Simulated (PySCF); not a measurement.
# CF (SMILES [C]F): U-revPBE/cc-pVTZ

Aim: the vertical doublet–quartet gap of CF at U-revPBE/cc-pVTZ, from 2 runs. 

The results are computed with PySCF 2.14.0.

6 further runs of the same task are left out: 6 set aside as unsound or not needed.

## (1) Starting point

CF has 2 atoms, charge 0, and is taken as a doublet. As SMILES, `[C]F`. The shape is that of a PBE0-D4/def2-TZVP optimisation.

Bond lengths: C1–F2 1.268 Å.

## (2) A single-point energy at U-revPBE/cc-pVTZ

input.xyz reads:

```xyz
2

C      0.000000     0.000000     0.003080
F      0.000000     0.000000     1.271320
```

input.py reads:

```python
# CF
from pyscf import gto, dft

molecule = gto.M(
    atom='input.xyz',
    spin=1,
    max_memory=1860,
    verbose=4,
    basis='cc-pvtz',
    charge=0,
)

myscf = dft.UKS(molecule, xc='revpbe')
myscf.grids.level = 5
myscf.conv_tol = 1e-10
myscf.kernel()
if not myscf.converged:
    myscf = myscf.newton().run(myscf.mo_coeff, myscf.mo_occ)

etot = myscf.e_tot
print('E = %.10f Eh' % etot)
```

On the command line:

```bash
$ OMP_NUM_THREADS=1 python input.py
```

What it wrote:

```text
PySCF version 2.14.0

[INPUT] num. atoms = 2
[INPUT] num. electrons = 15
[INPUT] charge = 0
[INPUT] spin (= nelec alpha-beta = 2S) = 1
[INPUT] symmetry False subgroup None
[INPUT] Mole.unit = angstrom
[INPUT] Symbol           X                Y                Z      unit          X                Y                Z       unit  Magmom
[INPUT]  1 C      0.000000000000   0.000000000000   0.003080000000 AA    0.000000000000   0.000000000000   0.005820356464 Bohr   0.0
[INPUT]  2 F      0.000000000000   0.000000000000   1.271320000000 AA    0.000000000000   0.000000000000   2.402446616682 Bohr   0.0

nuclear repulsion = 22.5316733344477
number of shells = 18
number of NR pGTOs = 84
number of NR cGTOs = 60
basis = cc-pvtz
ecp = {}

******** <class 'pyscf.dft.uks.UKS'> ********
method = UKS
initial guess = minao
damping factor = 0
level_shift factor = 0
DIIS = <class 'pyscf.scf.diis.CDIIS'>
diis_start_cycle = 1
diis_space = 8
diis_damp = 0
SCF conv_tol = 1e-10
SCF conv_tol_grad = None
SCF max_cycles = 50
direct_scf = True
direct_scf_tol = 1e-13
number electrons alpha = 8  beta = 7
XC library pyscf.dft.libxc version 7.0.0
    S. Lehtola, C. Steigemann, M. J.T. Oliveira, and M. A.L. Marques.,  SoftwareX 7, 1–5 (2018)
XC functionals = revpbe
    Y. Zhang and W. Yang.,  Phys. Rev. Lett. 80, 890 (1998)
    J. P. Perdew, K. Burke, and M. Ernzerhof.,  Phys. Rev. Lett. 77, 3865 (1996)
    J. P. Perdew, K. Burke, and M. Ernzerhof.,  Phys. Rev. Lett. 78, 1396 (1997)
radial grids:
    Treutler-Ahlrichs [JCP 102, 346 (1995); DOI:10.1063/1.469408] (M4) radial grids

becke partition: Becke, JCP 88, 2547 (1988); DOI:10.1063/1.454033
pruning grids: <function nwchem_prune>
grids dens level: 5
symmetrized grids: False
atomic radii adjust function: <function treutler_atomic_radii_adjust>
small_rho_cutoff = 0
Set gradient conv threshold to 1e-05
tot grids = 86856
init E= -137.949849713436

[... the frontier-level lines of each cycle are left out ...]



cycle= 1 E= -137.773351553261  delta_E= 0.176  |g|= 0.232  |ddm|= 0.906
cycle= 2 E= -137.705387864793  delta_E= 0.068  |g|= 0.523  |ddm|= 0.271
cycle= 3 E= -137.789724828202  delta_E= -0.0843  |g|= 0.0736  |ddm|= 0.209
cycle= 4 E= -137.791744248246  delta_E= -0.00202  |g|= 0.0101  |ddm|= 0.0405
cycle= 5 E= -137.79177517575  delta_E= -3.09e-05  |g|= 0.00468  |ddm|= 0.0102
cycle= 6 E= -137.79178647213  delta_E= -1.13e-05  |g|= 0.000524  |ddm|= 0.00475
cycle= 7 E= -137.79178662795  delta_E= -1.56e-07  |g|= 0.000187  |ddm|= 0.000698
cycle= 8 E= -137.791786641008  delta_E= -1.31e-08  |g|= 1.67e-05  |ddm|= 0.000103
cycle= 9 E= -137.791786641228  delta_E= -2.2e-10  |g|= 8.44e-06  |ddm|= 1.9e-05
cycle= 10 E= -137.791786641258  delta_E= -2.98e-11  |g|= 5.15e-07  |ddm|= 4.78e-06
Extra cycle  E= -137.791786641258  delta_E= -2.84e-13  |g|= 8.97e-07  |ddm|= 1.59e-06
converged SCF energy = -137.791786641258  <S^2> = 0.75330542  2S+1 = 2.0033027
E = -137.7917866413 Eh
```

Wall time 4.5 s (1 thread of Arm Neoverse V2, shared host); peak memory 0.29 GiB.

## (3) The quartet at the same level

Changes to input.xyz since step 2:

```diff
@@ -1,3 +1,3 @@
 2
-
+CF
 C      0.000000     0.000000     0.003080
```

input.py reads:

```python
from pyscf import gto, dft

molecule = gto.M(
    atom='input.xyz',
    spin=3,
    max_memory=1860,
    verbose=3,
    basis='cc-pvtz',
)

ks = dft.UKS(molecule)
ks.xc = 'revpbe'
ks.grids.level = 5
ks.conv_tol = 1e-10
ks.kernel()
if not ks.converged:
    ks = ks.newton().run(ks.mo_coeff, ks.mo_occ)

etot = ks.e_tot
print('Final energy', etot)
```

On the command line:

```bash
$ OMP_NUM_THREADS=1 python input.py
```

What it wrote:

```text
WARN: HOMO -0.113253904921109 >= LUMO -0.348127682849151

WARN: HOMO -0.20937719596457 >= LUMO -0.300967417225509

WARN: HOMO -0.192375506687784 >= LUMO -0.264526853689281

WARN: HOMO -0.176713063881647 >= LUMO -0.241274812055954

WARN: HOMO -0.182030217939883 >= LUMO -0.243354823113446

WARN: HOMO -0.181988811150958 >= LUMO -0.243289244730079

WARN: HOMO -0.181944994734813 >= LUMO -0.243179324454816

WARN: HOMO -0.181963040472258 >= LUMO -0.243202678725551

WARN: HOMO -0.181959132616835 >= LUMO -0.243198904617614

WARN: HOMO -0.181959511000125 >= LUMO -0.243198721131712

converged SCF energy = -137.66074525212  <S^2> = 3.7526484  2S+1 = 4.001324
Final energy -137.66074525211994
```

Wall time 4.5 s (1 thread of Arm Neoverse V2, shared host); peak memory 0.29 GiB.

## (4) Summary of results

At U-revPBE/cc-pVTZ:

```
                                        quantity          value
                           doublet: total energy  -137.79179 Eh
                          doublet: dipole moment         0.97 D
     doublet: HOMO energy (highest over α and β)       -4.38 eV
      doublet: LUMO energy (lowest over α and β)       -3.87 eV
                                   doublet: ⟨S²⟩          0.753
                           quartet: total energy  -137.66075 Eh
                          quartet: dipole moment         0.29 D
     quartet: HOMO energy (highest over α and β)       -4.95 eV
                                   quartet: ⟨S²⟩          3.753
vertical energy of the quartet above the doublet       3.566 eV
```

At this shape the quartet lies 3.57 eV (344 kJ/mol) above the doublet.
